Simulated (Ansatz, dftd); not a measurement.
Reaction: Si2H5Cl (chloro(silyl)silane, SMILES [SiH3][SiH2]Cl) → Si2H5 (SMILES [SiH2][SiH3], doublet) + Cl (doublet) (the Cl-Si bond breaks)
Each species at its own B3LYP-D3(BJ)/def2-TZVP minimum (Ansatz, a quantum-chemistry and plane-wave program).

Quantity: bond dissociation energy (electronic), in kcal/mol. Open shells are spin-unrestricted; no spin-orbit coupling. Correlated methods leave the cores frozen. Rows without X2C or -DK are non-relativistic. CBS(X,Y): correlation extrapolated as X^-3, Hartree-Fock from the larger set. A bracket is a step between two methods taken in the basis named. The functionals are non-relativistic, so their misses hold any scalar relativity. 'core' is core correlation in cc-pwCVTZ (1s frozen past Ne), 'X2C' scalar relativity in cc-pVTZ-DK, both at CCSD(T).

```csv
level,program,bond dissociation energy (kcal/mol),difference against the last row
HF/cc-pV(T+d)Z,Ansatz,80.7,-28.2
B3LYP-D3(BJ)/def2-TZVPD,Ansatz + dftd3,104.1,-4.8
B3LYP-D4/def2-TZVPD,Ansatz + dftd4,103.7,-5.2
wB97M-V/def2-TZVPD,Ansatz,109.2,0.3
MP2/cc-pV(Q+d)Z,Ansatz,112.0,3.1
"CCSD/CBS(cc-pV(T+d)Z,cc-pV(Q+d)Z)",Ansatz,106.2,-2.7
CCSD(T)/cc-pV(Q+d)Z,Ansatz,106.7,-2.2
CCSDT(Q)/cc-pV(D+d)Z,Ansatz,96.1,-12.8
"CCSD(T)/CBS(cc-pV(T+d)Z,cc-pV(Q+d)Z) + [CCSDT(Q) - CCSD(T)]/cc-pV(D+d)Z + core + X2C",Ansatz,108.9,0.0
```
